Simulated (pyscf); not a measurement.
Four-centre exchange: O=Si(OH)–OH + HCl -> O=Si(OH)–Cl + H₂O

Gas phase, singlet surface, charge 0. Bonds broken: Si2–O3, Cl7–H8. Bonds formed: Si2–Cl7, O3–H8. Optimised with ωB97X-D3(BJ)/def2-SVP in PySCF. MP2 and CC: frozen core, UHF for open shells. ΔMP2 is the change of the MP2 total energy from the triple- to the quadruple-zeta basis.

Transition state (Å):

```xyz
8

O      0.5562    -0.6602    -1.4619
Si     0.0035    -0.0539    -0.1819
O      0.1221    -0.9952     1.2909
O     -0.0652     1.5067     0.2746
H      0.6632    -1.7916     1.1711
H     -0.5125     1.7454     1.0930
Cl    -2.3064    -0.6584     0.3186
H     -1.2264    -1.1528     1.1567
```

One imaginary mode, 782i cm⁻¹; descent along it reached the two sides named, in the forms told below.

```json
[
 {"bond": "Si2–O3", "change": "breaks", "reactant side (Å)": "1.657", "saddle": "1.752", "product side": "1.965"},
 {"bond": "Cl7–H8", "change": "breaks", "reactant side (Å)": "1.288", "saddle": "1.454", "product side": "2.8"},
 {"bond": "Si2–Cl7", "change": "forms", "reactant side (Å)": "2.9", "saddle": "2.440", "product side": "2.079"},
 {"bond": "O3–H8", "change": "forms", "reactant side (Å)": "2.397", "saddle": "1.364", "product side": "0.971"}
]
```

Electronic energies relative to the separated reactants (kJ/mol):

```tsv
level	barrier	reaction energy	reverse barrier
ωB97X-D3(BJ)/def2-TZVP	24.8	+17.7	7.1
PBE/def2-TZVP	13.4	+18.7	-5.4
r²SCAN/def2-TZVP	15.8	+24.8	-9.0
B3LYP-D3(BJ)/def2-TZVP	29.8	+25.2	4.6
PBE0-D3(BJ)/def2-TZVP	15.9	+20.4	-4.5
M06-2X/def2-TZVP	27.6	+31.3	-3.7
ωB97M-D3(BJ)/def2-TZVP	31.0	+26.3	4.7
HF/def2-TZVP	95.3	+37.5	57.8
MP2/def2-QZVPP	31.2	+20.3	10.9
CCSD/def2-TZVPP	51.7	+28.6	23.2
CCSD(T)/def2-TZVPP	41.1	+25.8	15.3
CCSD(T)/def2-TZVPP + ΔMP2(QZVPP)	39.3	+23.5	15.9
```

With CCSD(T)/def2-TZVPP + ΔMP2(QZVPP) energies and thermal terms (ideal gas, 1 atm, RRHO with modes under 100 cm⁻¹ raised to 100, one conformer, R ln 2 for chiral ones without a mode under 150 cm⁻¹), in kJ/mol:

```tsv
T (K)	ΔH‡	ΔG‡	ΔH	ΔG
298	35.4	75.9	+28.7	+24.1
600	35.5	117.1	+27.6	+19.8
900	36.9	157.6	+25.9	+16.2
1200	38.8	197.6	+24.1	+13.3
```

On the product side the descent ends in an adduct with a O–Si contact, 94.3 kJ/mol under the separated species and 101.3 kJ/mol under the saddle at ωB97X-D3(BJ)/def2-TZVP. At PBE, r²SCAN, PBE0-D3(BJ), M06-2X the saddle lies under the separated products, which points to a path from their complex (located at ωB97X-D3(BJ) alone), and parting the products costs more than the saddle. What is counted as broken (O–Si) persists as a longer contact in the product adduct; parting that adduct is a step of its own. One saddle was located; it need not be the lowest between these sides. The CCSD(T) − MP2 part came from Ansatz, without density fitting, on the same reference.
